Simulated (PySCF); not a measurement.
**Functional benchmark on one molecule**

Molecule: `InChI=1S/C4H5FO/c5-4(6)3-1-2-3/h3H,1-2H2`.

Molfile (atoms numbered from 1):
```
C4H5FO
     RDKit          3D

 11 11  0  0  0  0  0  0  0  0999 V2000
    1.8305    0.0788   -1.1849 O   0  0  0  0  0  0  0  0  0  0  0  0
    1.3314    0.7065   -0.3102 C   0  0  0  0  0  0  0  0  0  0  0  0
    1.9494    1.7804    0.2001 F   0  0  0  0  0  0  0  0  0  0  0  0
    0.0371    0.4601    0.3513 C   0  0  0  0  0  0  0  0  0  0  0  0
   -0.3749   -0.9863    0.5214 C   0  0  0  0  0  0  0  0  0  0  0  0
   -1.0552   -0.1537   -0.4966 C   0  0  0  0  0  0  0  0  0  0  0  0
   -0.2376    1.1761    1.1275 H   0  0  0  0  0  0  0  0  0  0  0  0
   -0.9040   -1.2355    1.4440 H   0  0  0  0  0  0  0  0  0  0  0  0
    0.3406   -1.7351    0.1731 H   0  0  0  0  0  0  0  0  0  0  0  0
   -2.0738    0.1932   -0.3088 H   0  0  0  0  0  0  0  0  0  0  0  0
   -0.8028   -0.3274   -1.5456 H   0  0  0  0  0  0  0  0  0  0  0  0
  1  2  2  0
  2  3  1  0
  2  4  1  0
  4  5  1  0
  5  6  1  0
  6  4  1  0
  4  7  1  0
  5  8  1  0
  5  9  1  0
  6 10  1  0
  6 11  1  0
M  END
```

Geometry PBE0-D3(BJ)/def2-SVP throughout; GIAO in PySCF 2.14, gas phase, one conformer, non-relativistic; equivalent atoms averaged; basis pcSseg-2.

Reference values (measured; solution, not stated per compound (mostly CDCl3 or CCl4); Pretsch, Buehlmann, Badertscher, Structure Determination of Organic Compounds, 4th ed. (2009)): δ(H7) = 1.66 ppm. Computed shifts are taken against TMS, calculated as an isolated molecule at each level.

Task: How do the functionals HF, LDA, PBE, BLYP, BP86, OPBE perform against the reference? Times are CPU seconds on 1 thread of an AMD EPYC 7B13, shared host.

Result: 
```tsv
functional	kind	H7	abs. error H	core-s
HF	Hartree–Fock	1.27	0.39	17
LDA	LDA	1.71	0.05	37
PBE	GGA	1.61	0.05	45
BLYP	GGA	1.59	0.07	45
BP86	GGA	1.60	0.06	44
OPBE	GGA	1.61	0.05	45
```

For 1H the closest is PBE (0.05 ppm, with OPBE, LDA, BP86, BLYP practically level) and the furthest HF (0.39 ppm). One molecule is a small sample, and vibrational and solvent effects are absent from the calculation.
